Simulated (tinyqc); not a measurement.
MP2 on RHF in the sto-3g basis, for LiH, spin multiplicity 1, step by step. One step of it, computed by the program tinyqc.

Question. Second-order Moller-Plesset energy. E2 = sum_ijab (ia|jb) [2 (ia|jb) - (ib|ja)] / (e_i + e_j - e_a - e_b) over occupied i, j and virtual a, b; the opposite-spin part is (ia|jb)^2 / denominator, the rest is same-spin, and SCS-MP2 scales them by 6/5 and 1/3.

orbital energies (hartree): MO1 -2.358012, MO2 -0.258275, MO3 0.074620, MO4 0.162856, MO5 0.162856, MO6 0.458680

Two-electron integrals over orbitals (pq|rs), unique and non-zero (hartree):
```
(11|11) 1.659066    (21|11) -0.101790   (21|21) 0.010929    (22|11) 0.334174
(22|21) 0.003921    (22|22) 0.466432    (31|11) -0.140642   (31|21) 0.010658
(31|22) -0.012913   (31|31) 0.021942    (32|11) 0.020860    (32|21) -0.002765
(32|22) -0.054335   (32|31) -0.000026   (32|32) 0.017018    (33|11) 0.393666
(33|21) -0.009591   (33|22) 0.216388    (33|31) 0.001310    (33|32) 0.011538
(33|33) 0.333463    (41|41) 0.009813    (42|41) 0.007309    (42|42) 0.021956
(43|41) 0.010323    (43|42) 0.019729    (43|43) 0.041311    (44|11) 0.396336
(44|21) -0.003828   (44|22) 0.255485    (44|31) -0.005041   (44|32) 0.009728
(44|33) 0.280938    (44|44) 0.312946    (51|51) 0.009813    (52|51) 0.007309
(52|52) 0.021956    (53|51) 0.010323    (53|52) 0.019729    (53|53) 0.041311
(54|54) 0.016869    (55|11) 0.396336    (55|21) -0.003828   (55|22) 0.255485
(55|31) -0.005041   (55|32) 0.009728    (55|33) 0.280938    (55|44) 0.279207
(55|55) 0.312946    (61|11) 0.067090    (61|21) -0.009466   (61|22) -0.007635
(61|31) -0.004126   (61|32) 0.002462    (61|33) 0.011636    (61|44) 0.001341
(61|55) 0.001341    (61|61) 0.010602    (62|11) -0.067912   (62|21) 0.002484
(62|22) 0.114135    (62|31) 0.003094    (62|32) -0.039316   (62|33) -0.017739
(62|44) -0.029524   (62|55) -0.029524   (62|61) 0.000349    (62|62) 0.127830
(63|11) 0.020100    (63|21) -0.002599   (63|22) -0.054135   (63|31) 0.004122
(63|32) 0.013292    (63|33) 0.036166    (63|44) 0.005269    (63|55) 0.005269
(63|61) 0.004365    (63|62) -0.035592   (63|63) 0.028219    (64|41) -0.006094
(64|42) -0.019124   (64|43) -0.012871   (64|64) 0.019708    (65|51) -0.006094
(65|52) -0.019124   (65|53) -0.012871   (65|65) 0.019708    (66|11) 0.357848
(66|21) 0.001477    (66|22) 0.438198    (66|31) -0.011132   (66|32) -0.046873
(66|33) 0.239408    (66|44) 0.262973    (66|55) 0.262973    (66|61) -0.004634
(66|62) 0.113732    (66|63) -0.045497   (66|66) 0.436937
```

Hartree-Fock energy = -7.84043505 hartree

Give: Terms; Pair energies; MP2 correlation energy; SCS-MP2 correlation energy; MP2 total energy.

Answer.

Terms:
```
i  j  a  b    (ia|jb)    (ib|ja)  denominator       term
2  2  6  6     0.1278     0.1278      -1.4339    -0.0114
2  2  3  6    -0.0393    -0.0393      -1.0498    -0.0015
2  2  6  3    -0.0393    -0.0393      -1.0498    -0.0015
2  2  4  4     0.0220     0.0220      -0.8423    -0.0006
2  2  5  5     0.0220     0.0220      -0.8423    -0.0006
2  2  3  3     0.0170     0.0170      -0.6658  -4.35e-04
1  1  3  3     0.0219     0.0219      -4.8653  -9.90e-05
1  1  6  6     0.0106     0.0106      -5.6334  -2.00e-05
1  1  4  4     0.0098     0.0098      -5.0417  -1.91e-05
1  1  5  5     0.0098     0.0098      -5.0417  -1.91e-05
2  1  5  5     0.0073     0.0073      -2.9420  -1.82e-05
1  2  5  5     0.0073     0.0073      -2.9420  -1.82e-05
2  1  4  4     0.0073     0.0073      -2.9420  -1.82e-05
1  2  4  4     0.0073     0.0073      -2.9420  -1.82e-05
2  1  6  3     0.0031     0.0025      -3.1496  -3.66e-06
1  2  3  6     0.0031     0.0025      -3.1496  -3.66e-06
1  1  6  3    -0.0041    -0.0041      -5.2493  -3.24e-06
1  1  3  6    -0.0041    -0.0041      -5.2493  -3.24e-06
1  2  6  3     0.0025     0.0031      -3.1496  -1.43e-06
2  1  3  6     0.0025     0.0031      -3.1496  -1.43e-06
1  2  6  6   3.49e-04   3.49e-04      -3.5336  -3.44e-08
2  1  6  6   3.49e-04   3.49e-04      -3.5336  -3.44e-08
2  1  3  3  -2.62e-05  -2.62e-05      -2.7655  -2.49e-10
1  2  3  3  -2.62e-05  -2.62e-05      -2.7655  -2.49e-10
```

Pair energies (hartree; pair i-j sums ij and ji):
```
pair  opposite spin  same spin
1-1       -1.64e-04          0
2-1       -8.26e-05  -2.54e-07
2-2         -0.0159     0.0000
```

MP2 correlation energy = -0.016167 hartree

SCS-MP2 correlation energy = -0.019400 hartree

MP2 total energy = -7.856602 hartree
